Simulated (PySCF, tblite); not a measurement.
# H3O+: deprotonation, part 1 of 2

Aim: compute the deprotonation of H3O+ (`[OH3+]`).

Computed with tblite 0.8.0 and PySCF 2.14.0 and routines of our own; the level stands in each step. Atoms count from 0.

### Step 1. The starting structure

4 atoms, charge 1, multiplicity 1; geometry from: start built from the parent or by distance geometry.

### Step 2. Geometry optimisation with GFN2-xTB

What the job is given:

```
{"job": {"kind": "relax", "xc": "GFN2-xTB", "basis": "xTB"}, "charge": 1, "multiplicity": 1}
O      0.022400    -0.021900     0.236900
H     -0.600800    -0.713500    -0.105800
H     -0.328200     0.847500    -0.073500
H      0.927000    -0.102500    -0.103300
```

Launch:

```console
OMP_NUM_THREADS=1 python redox_run.py task.json out
```

One launch serves the whole session: the jobs run in the order shown.

The log of the run:

```text
step      E/eV     max force
  0    -138.42528    0.986
  1    -138.43778    0.408
  2    -138.44449    0.347
  3    -138.45660    0.080
  4    -138.45672    0.030
  5    -138.45675    0.015
  6    -138.45676    0.016
  7    -138.45677    0.009
```

It took 0.01 s on 1 thread of Arm Neoverse V2, shared host.

The steps of the relaxation:

| step | energy from step 0 (eV) | largest force (eV/Å) |
| --- | --- | --- |
| 0 | 0.0000 | 0.9856 |
| 1 | -0.0125 | 0.4082 |
| 2 | -0.0192 | 0.3465 |
| 3 | -0.0313 | 0.0802 |
| 4 | -0.0314 | 0.0295 |
| 5 | -0.0315 | 0.0152 |
| 6 | -0.0315 | 0.0156 |
| 7 | -0.0315 | 0.0091 |

Close pairs (by a distance rule), those that changed most:

| bond | before (Å) | after (Å) | change (Å) |
| --- | --- | --- | --- |
| O0–H3 | 0.970 | 0.984 | +0.014 |
| O0–H1 | 0.992 | 0.983 | -0.009 |
| O0–H2 | 0.987 | 0.983 | -0.004 |

The end geometry stands in the next job.

### Step 3. Vibrational analysis with GFN2-xTB

What the job is given:

```
{"job": {"kind": "ir", "xc": "GFN2-xTB", "basis": "xTB"}, "charge": 1, "multiplicity": 1}
O      0.007436    -0.003223     0.201469
H     -0.580636    -0.733544    -0.095288
H     -0.342168     0.879266    -0.055819
H      0.935836    -0.132953    -0.096069
```

The log of the run:

```text
mode    cm-1     km/mol
  1     954.5    688.13
  2    1354.2    183.54
  3    1354.5    183.66
  4    3260.1    370.26
  5    3260.4    370.02
  6    3320.1     38.00
ZPE 80.771  H(298)-E 90.849  G(298)-E 33.202 kJ/mol  S 193.35 J/(mol K)
```

Wall time 0.04 s (1 thread of Arm Neoverse V2, shared host).

The strongest bands and the atoms that carry them (share of the mass-weighted mode):

```csv
cm⁻¹,km/mol,atoms
954,688.1,"H1 28 %, H3 28 %, H2 28 %, O0 15 %"
1354,183.5,"H1 55 %, H3 30 %"
1354,183.7,"H2 53 %, H3 33 %"
3260,370.3,"H1 48 %, H3 44 %"
3260,370.0,"H2 61 %, H3 18 %, H1 14 %"
3320,38.0,"H2 33 %, H3 33 %, H1 33 %"
```

### Step 4. Relaxing the molecule at PBE0-D3(BJ)/ma-def2-SVP

What the job is given:

```
{"job": {"xc": "PBE0", "basis": "ma-def2-SVP", "d3": "d3bj", "grid": 1, "kind": "geom"}, "charge": 1, "multiplicity": 1}
O      0.007436    -0.003223     0.201469
H     -0.580636    -0.733544    -0.095288
H     -0.342168     0.879266    -0.055819
H      0.935836    -0.132953    -0.096069
```

The log of the run:

```text
step   0  E = -76.56646179  max force = 0.003857
step   1  E = -76.56651548  max force = 0.000474
step   2  E = -76.56651716  max force = 0.000163
optimisation converged
```

Wall time 0.58 s (1 thread of Arm Neoverse V2, shared host).

The steps of the relaxation:

```csv
step,energy from step 0 (eV),largest force component (eV/Å)
0,0.0000,0.1983
1,-0.0015,0.0244
2,-0.0015,0.0084
```

Close pairs (by a distance rule), those that changed most:

```
 bond  before (Å)  after (Å)  change (Å)
O0–H3       0.984      0.981      -0.003
O0–H2       0.983      0.981      -0.003
O0–H1       0.983      0.981      -0.003
```

The final coordinates are the input of the step that follows.

| at the end point | value |
| --- | --- |
| point group (found at 0.08 Å tolerance) | C3v |
| rotational constants (GHz, main isotopes) | 331.0, 330.9, 187.5 |

### Step 5. Harmonic vibrations (H3O+): PBE0-D3(BJ)/ma-def2-SVP

What the job is given:

```
{"job": {"xc": "PBE0", "basis": "ma-def2-SVP", "d3": "d3bj", "grid": 2, "kind": "hessian"}, "charge": 1, "multiplicity": 1}
O      0.010861     0.002130     0.187526
H      0.037548    -0.941080    -0.080486
H     -0.831036     0.444427    -0.052564
H      0.802934     0.504070    -0.100162
```

The log of the run:

```text
coarse grid: 2952 points
cycle   1  E = -76.5384907287  dE =  3.643e-01  |g| = 2.830e-01  |ddm| = 1.575e+00
cycle   2  E = -76.5430471463  dE = -4.556e-03  |g| = 2.497e-01  |ddm| = 3.734e-01
cycle   3  E = -76.5533458539  dE = -1.030e-02  |g| = 5.419e-02  |ddm| = 1.617e-01
cycle   4  E = -76.5538498834  dE = -5.040e-04  |g| = 3.763e-03  |ddm| = 2.869e-02
cycle   5  E = -76.5538521394  dE = -2.256e-06  |g| = 1.064e-04  |ddm| = 2.656e-03
final grid: 27328 points
cycle   6  E = -76.5665254500  dE = -1.071e-05  |g| = 1.081e-03  |ddm| = 7.272e-03
cycle   7  E = -76.5665254194  dE =  3.058e-08  |g| = 1.158e-03  |ddm| = 1.138e-03
cycle   8  E = -76.5665256495  dE = -2.300e-07  |g| = 1.119e-04  |ddm| = 6.519e-04
cycle   9  E = -76.5665256517  dE = -2.197e-09  |g| = 1.168e-05  |ddm| = 6.095e-05
cycle  10  E = -76.5665256517  dE = -2.528e-11  |g| = 6.841e-07  |ddm| = 1.110e-05
converged SCF energy = -76.5665256517

mode    cm-1
  1     769.9
  2    1625.4
  3    1626.0
  4    3609.6
  5    3724.9
  6    3725.5
ZPE 90.207  H(298)-E 100.367  G(298)-E 42.629 kJ/mol  S 193.65 J/(mol K)
```

Run time: 2 s. Hardware: 1 thread of Arm Neoverse V2, shared host.

Zero-point energy 90.21 kJ/mol (xTB gave 80.77).

### Step 6. Single point (H₃O+): wB97X-D3(BJ)/ma-def2-TZVP

Geometry: PBE0-D3(BJ)/ma-def2-SVP.

What the job is given:

```
{"job": {"kind": "sp", "xc": "wB97X", "basis": "ma-def2-TZVP", "d3": "d3bj", "grid": 2}, "charge": 1, "multiplicity": 1}
O      0.010861     0.002130     0.187526
H      0.037548    -0.941080    -0.080486
H     -0.831036     0.444427    -0.052564
H      0.802934     0.504070    -0.100162
```

The log of the run:

```text
coarse grid: 2952 points
cycle   1  E = -76.7312090865  dE =  3.476e-01  |g| = 2.952e-01  |ddm| = 1.026e+00
cycle   2  E = -76.7508218367  dE = -1.961e-02  |g| = 1.008e-01  |ddm| = 2.141e-01
cycle   3  E = -76.7520929017  dE = -1.271e-03  |g| = 4.949e-02  |ddm| = 4.990e-02
cycle   4  E = -76.7524587924  dE = -3.659e-04  |g| = 9.106e-03  |ddm| = 2.306e-02
cycle   5  E = -76.7524725364  dE = -1.374e-05  |g| = 7.176e-04  |ddm| = 3.755e-03
cycle   6  E = -76.7524727070  dE = -1.706e-07  |g| = 5.342e-05  |ddm| = 8.821e-04
final grid: 27328 points
cycle   7  E = -76.7515416433  dE = -1.899e-05  |g| = 1.200e-03  |ddm| = 6.743e-03
cycle   8  E = -76.7515418282  dE = -1.849e-07  |g| = 2.489e-04  |ddm| = 6.235e-04
cycle   9  E = -76.7515418369  dE = -8.772e-09  |g| = 1.860e-04  |ddm| = 1.593e-04
cycle  10  E = -76.7515418423  dE = -5.323e-09  |g| = 2.562e-05  |ddm| = 7.420e-05
converged SCF energy = -76.7515418423
```

Wall time 0.28 s (1 thread of Arm Neoverse V2, shared host).

### Step 7. Optimising the geometry with GFN2-xTB

This step treats H2O, `O`.

What the job is given:

```
{"job": {"kind": "relax", "xc": "GFN2-xTB", "basis": "xTB"}, "charge": 0, "multiplicity": 1}
O      0.027100    -0.004000     0.182200
H     -0.841800     0.453100    -0.075600
H      0.820400     0.496500    -0.097000
```

The log of the run:

```text
step      E/eV     max force
  0    -137.87662    2.266
  1    -137.94877    0.724
  2    -137.96128    0.560
  3    -137.97341    0.402
  4    -137.97652    0.045
  5    -137.97654    0.008
```

Run time: 0.01 s. Hardware: 1 thread of Arm Neoverse V2, shared host.

Step by step:

| step | energy from step 0 (eV) | largest force (eV/Å) |
| --- | --- | --- |
| 0 | 0.0000 | 2.2661 |
| 1 | -0.0721 | 0.7235 |
| 2 | -0.0847 | 0.5601 |
| 3 | -0.0968 | 0.4024 |
| 4 | -0.0999 | 0.0447 |
| 5 | -0.0999 | 0.0079 |

Distances of close pairs at the start and the end, largest changes first:

```
 bond  before (Å)  after (Å)  change (Å)
O0–H1       1.015      0.959      -0.056
O0–H2       0.979      0.959      -0.019
```

The final coordinates are the input of the step that follows.

### Step 8. Harmonic vibrations with GFN2-xTB

What the job is given:

```
{"job": {"kind": "ir", "xc": "GFN2-xTB", "basis": "xTB"}, "charge": 0, "multiplicity": 1}
O      0.014769    -0.015527     0.188693
H     -0.776126     0.457045    -0.077686
H      0.767078     0.504033    -0.101313
```

The log of the run:

```text
mode    cm-1     km/mol
  1    1539.3    133.33
  2    3644.6      6.86
  3    3653.0     16.36
ZPE 52.856  H(298)-E 62.783  G(298)-E 6.550 kJ/mol  S 188.61 J/(mol K)
```

Run time: 0.04 s. Hardware: 1 thread of Arm Neoverse V2, shared host.

The strongest bands and the atoms that carry them (share of the mass-weighted mode):

| cm⁻¹ | km/mol | atoms |
| --- | --- | --- |
| 1539 | 133.3 | H1 46 %, H2 46 % |
| 3645 | 6.9 | H2 57 %, H1 39 % |
| 3653 | 16.4 | H1 56 %, H2 37 % |

### Step 9. Geometry optimisation at PBE0-D3(BJ)/ma-def2-SVP

This step treats H2O, `O`.

What the job is given:

```
{"job": {"xc": "PBE0", "basis": "ma-def2-SVP", "d3": "d3bj", "grid": 1, "kind": "geom"}, "charge": 0, "multiplicity": 1}
O      0.014769    -0.015527     0.188693
H     -0.776126     0.457045    -0.077686
H      0.767078     0.504033    -0.101313
```

The log of the run:

```text
step   0  E = -76.29192729  max force = 0.006052
step   1  E = -76.29206914  max force = 0.000611
step   2  E = -76.29206962  max force = 0.000102
optimisation converged
```

Wall time 0.32 s (1 thread of Arm Neoverse V2, shared host).

Relaxation path:

```
step  energy from step 0 (eV)  largest force component (eV/Å)
   0                   0.0000                          0.3112
   1                  -0.0039                          0.0314
   2                  -0.0039                          0.0052
```

Close pairs (by a distance rule), those that changed most:

```
 bond  before (Å)  after (Å)  change (Å)
O0–H1       0.959      0.962      +0.003
O0–H2       0.959      0.962      +0.002
```

The end geometry stands in the next job.

```csv
at the end point,value
point group (found at 0.08 Å tolerance),C2v
"rotational constants (GHz, main isotopes)","820.3, 431.8, 282.9"
dipole moment (D),2.20
```

### Step 10. Harmonic vibrations (H2O): PBE0-D3(BJ)/ma-def2-SVP

What the job is given:

```
{"job": {"xc": "PBE0", "basis": "ma-def2-SVP", "d3": "d3bj", "grid": 2, "kind": "hessian"}, "charge": 0, "multiplicity": 1}
O      0.016066    -0.025277     0.195292
H     -0.744748     0.372417    -0.238191
H      0.734125     0.598209     0.052610
```

The log of the run:

```text
coarse grid: 2328 points
cycle   1  E = -76.2098626800  dE = -1.654e-02  |g| = 5.931e-01  |ddm| = 1.360e+00
cycle   2  E = -76.1268533645  dE =  8.301e-02  |g| = 8.888e-01  |ddm| = 9.076e-01
cycle   3  E = -76.2770950062  dE = -1.502e-01  |g| = 3.048e-02  |ddm| = 5.473e-01
cycle   4  E = -76.2772706348  dE = -1.756e-04  |g| = 3.091e-03  |ddm| = 1.712e-02
cycle   5  E = -76.2772721534  dE = -1.519e-06  |g| = 4.892e-04  |ddm| = 2.715e-03
final grid: 21952 points
cycle   6  E = -76.2920653168  dE = -7.036e-06  |g| = 3.153e-03  |ddm| = 7.757e-03
cycle   7  E = -76.2920633732  dE =  1.944e-06  |g| = 4.533e-03  |ddm| = 4.381e-03
cycle   8  E = -76.2920671271  dE = -3.754e-06  |g| = 4.640e-05  |ddm| = 2.600e-03
cycle   9  E = -76.2920671276  dE = -5.703e-10  |g| = 6.362e-06  |ddm| = 4.575e-05
cycle  10  E = -76.2920671277  dE = -9.848e-12  |g| = 1.380e-06  |ddm| = 7.405e-06
converged SCF energy = -76.2920671277

mode    cm-1
  1    1596.4
  2    3887.2
  3    3994.0
ZPE 56.689  H(298)-E 66.613  G(298)-E 10.336 kJ/mol  S 188.75 J/(mol K)
```

Run time: 1.1 s. Hardware: 1 thread of Arm Neoverse V2, shared host.

Zero-point energy 56.69 kJ/mol (xTB gave 52.86).

### Step 11. Single point (H2O): wB97X-D3(BJ)/ma-def2-TZVP

Geometry: PBE0-D3(BJ)/ma-def2-SVP.

What the job is given:

```
{"job": {"kind": "sp", "xc": "wB97X", "basis": "ma-def2-TZVP", "d3": "d3bj", "grid": 2}, "charge": 0, "multiplicity": 1}
O      0.016066    -0.025277     0.195292
H     -0.744748     0.372417    -0.238191
H      0.734125     0.598209     0.052610
```

The log of the run:

```text
coarse grid: 2328 points
cycle   1  E = -76.4124280287  dE = -7.959e-02  |g| = 5.822e-01  |ddm| = 9.149e-01
cycle   2  E = -76.4150676970  dE = -2.640e-03  |g| = 6.108e-01  |ddm| = 5.077e-01
cycle   3  E = -76.4744932102  dE = -5.943e-02  |g| = 2.776e-02  |ddm| = 2.350e-01
cycle   4  E = -76.4746228216  dE = -1.296e-04  |g| = 5.499e-03  |ddm| = 1.651e-02
cycle   5  E = -76.4746318502  dE = -9.029e-06  |g| = 7.863e-04  |ddm| = 7.057e-03
final grid: 21952 points
cycle   6  E = -76.4760363403  dE = -1.200e-05  |g| = 2.003e-03  |ddm| = 7.938e-03
cycle   7  E = -76.4760364156  dE = -7.525e-08  |g| = 1.760e-03  |ddm| = 1.603e-03
cycle   8  E = -76.4760368807  dE = -4.651e-07  |g| = 1.925e-04  |ddm| = 7.043e-04
cycle   9  E = -76.4760368888  dE = -8.010e-09  |g| = 2.328e-05  |ddm| = 1.719e-04
converged SCF energy = -76.4760368888
```

It took 0.19 s on 1 thread of Arm Neoverse V2, shared host.

(Continued in part 2 of 2.)
